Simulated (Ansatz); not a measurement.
hcp Os was calculated with BLYP (plane waves, PAW; Ansatz, a first-principles code).

Numerical settings: plane-wave cutoff 520 eV, 24×24×14 k mesh (along the axes of the cell as run), Fermi–Dirac smearing 0.05 eV, no spin polarisation, scalar-relativistic PAW data made under PBE.

Shape and atoms are relaxed at each volume.

Pressure at four volumes; x = ln(V/14.904 Å³). One pressure is withheld.

```csv
V (Å³/atom),x,P (GPa)
14.308,-0.0408,?
14.606,-0.0202,7.32
14.904,0.0000,0.01
15.501,0.0393,-12.24
```

Pass a parabola P(x) through the three rows shown, estimate the bulk modulus and its pressure derivative near zero pressure, and predict the withheld pressure.

Slopes between the rows: (0.01 − (7.32))/(0.0000 − (-0.0202)) = -361.88 and (-12.24 − (0.01))/(0.0393 − (0.0000)) = -311.70 GPa. Their difference over the span 0.0595 is c = 50.18/0.0595 = 843.4 GPa, so P(x) = 7.32 + (-361.88)(x − (-0.0202)) + 843.4 (x − (-0.0202))(x − (0.0000)). At the middle row B = −dP/dx = −[-361.88 + 843.4 × 0.0202] = 344.8 GPa, and B′ = dB/dP = 2c/B = 4.9. At x = -0.0408 the parabola gives 15.48 GPa; the run gives 15.54 GPa. The Birch–Murnaghan fit to the energies at all volumes has B0 = 344 GPa and B′ = 4.9.

Measured, for comparison: bulk modulus 425 GPa (zero-point energy and finite temperature contributions removed; as tabulated in doi:10.1021/acs.jctc.3c00612). Computed (rounded) less measured: bulk modulus -19 %.

Note: the bulk modulus comes from volumes at which shape and atoms were relaxed.

Spin–orbit coupling is not included.
